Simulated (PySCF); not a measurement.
Molfile (atoms numbered from 1):
```
F2H3P2
     RDKit          3D

  7  6  0  0  0  0  0  0  0  0999 V2000
   -1.2899    1.3464   -0.4614 F   0  0  0  0  0  0  0  0  0  0  0  0
   -0.6765    0.0482    0.1688 P   0  0  0  0  0  0  0  0  0  0  0  0
   -1.4986   -1.0221   -0.6296 F   0  0  0  0  0  0  0  0  0  0  0  0
    1.3392   -0.0666   -0.7088 P   0  0  0  0  0  0  0  0  0  0  0  0
   -1.4385    0.0314    1.3477 H   0  0  0  0  0  0  0  0  0  0  0  0
    1.6928   -1.1954    0.0542 H   0  0  0  0  0  0  0  0  0  0  0  0
    1.8748    0.8631    0.2020 H   0  0  0  0  0  0  0  0  0  0  0  0
  1  2  1  0
  2  3  1  0
  2  4  1  0
  2  5  1  0
  4  6  1  0
  4  7  1  0
M  CHG  1   2   1
M  END
```

Geometry: GFN2-xTB; GIAO shifts from PySCF, gas phase, non-relativistic, averaged over equivalent atoms.

At PBE0/pcSseg-1 (97 basis functions, 5 s wall time on 1 thread of an Arm Neoverse V1, shared host):
| atoms | δ (ppm) |
| --- | --- |
| F1/F3 | -76.0 |
| P2 | 184.2 |
| P4 | -121.6 |
| H5 | 9.77 |
| H6/H7 | 4.84 |

δ = σ(ref) − σ, references computed at the same level: 19F (σ = 170.95 ppm) against CFCl3; H3PO4 for 31P (σ = 318.38 ppm); TMS for 1H (σ = 31.72 ppm).

Question: What do these become at HCTH407/pcSseg-1?

Answer: 
```tsv
atoms	δ at HCTH407/pcSseg-1	change
F1/F3	-78.0	-2.0
P2	471.3	+287.1
P4	175.9	+297.5
H5	10.06	+0.29
H6/H7	4.84	+0.00
```

Scale: CFCl3 for 19F (σ = 149.24 ppm); 31P (σ = 605.16 ppm) vs PH3; TMS for 1H (σ = 31.67 ppm) (reference shieldings calculated alike).

The largest change is at P4 (phosphorus bonded to P, 2 H). Cost: 97 basis functions, roughly 20 core-seconds.

Unscaled 19F shifts against computed CFCl3 carry errors that often reach 10 to 50 ppm. Experimental scales use liquid or dissolved standards, which lie at an offset from isolated H3PO4.
